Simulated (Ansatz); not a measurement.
# Al₂O (triplet): the correlation ladder, cc-pVTZ

How much of the correlation energy of Al₂O (triplet) does each wave-function method recover here?

Computed with Ansatz 0.2.0, Gaussian basis. Level: cc-pVTZ, core rule «outside noble gas», up to 11 orbitals frozen.

To be run: UHF; CCSD(T) on ROHF; CCSD(T) on UHF; BCCD(T) on ROHF; CCSDT(Q) on ROHF; CCSDT(Q) on UHF.

3 further runs of the same task are left out: 2 for a known fault of the program, 1 set aside as unsound or not needed.

### Step 1. What is computed

The geometry is a PBE0/def2-TZVP stationary point (not a proven minimum) of the parent state, kept for this charge and spin.

3 atoms, charge 0, spin multiplicity 3.

Atoms are counted from 1 here; the program's logs count them from 0.

Bond lengths: Al1–O2 1.705 Å, O2–Al3 1.705 Å. Angles: Al1–O2–Al3 180.0°.

### Step 2. UHF

in.yaml reads:

```yaml
crystal:
  periodic: [false, false, false]
  atoms:
    - {symbol: Al, position_ang: [0.000000, 0.000000, 1.704700]}
    - {symbol: O, position_ang: [0.000000, 0.000000, 0.000000]}
    - {symbol: Al, position_ang: [0.000000, 0.000000, -1.704700]}
basis:
  gaussian: {orbitals: cc-pVTZ}
magnetization: {spin_polarized: true, initial_magnetization: 2}
hamiltonian: {xc: hf}
output: {orbitals: {seedname: orbitals}}
```

The run is started by

```console
$ ansatz run in.yaml --threads 1 --pin off --events-out ev --progress --plain --max-ram 4096MiB --backend cpu
```

The runs that follow: CCSD(T) on ROHF; CCSD(T) on UHF; BCCD(T) on ROHF; CCSDT(Q) on ROHF; CCSDT(Q) on UHF.

Q: Predict the results of all the runs planned. Wanted: UCCSDT(Q) below the RHF energy; RMP2 from UCCSDT(Q); UMP2 from UCCSDT(Q); RCCSD from UCCSDT(Q); RCCSD(T) from UCCSDT(Q); UCCSD(T) from UCCSDT(Q); RCCSDT(Q) from UCCSDT(Q); T1 diagnostic.

**Answer**, as computed:

```
                         quantity                      value
   UCCSDT(Q) below the RHF energy                 -9.4584 eV
              RMP2 from UCCSDT(Q)            +17.14 kcal/mol
              UMP2 from UCCSDT(Q)            +16.97 kcal/mol
             RCCSD from UCCSDT(Q)            +10.37 kcal/mol
          RCCSD(T) from UCCSDT(Q)             +1.52 kcal/mol
          UCCSD(T) from UCCSDT(Q)             +1.48 kcal/mol
         RCCSDT(Q) from UCCSDT(Q)             +0.14 kcal/mol
levels within 1 kcal/mol (43 meV)  RCCSDT, UCCSDT, RCCSDT(Q)
                    T1 diagnostic                      0.025
```

RCCSD(T) lands +1.52 kcal/mol from the yardstick (0.7 % of the correlation energy). These misses are within one basis, not against nature; the frozen cores of restricted and unrestricted runs differ, which can shift their rows.
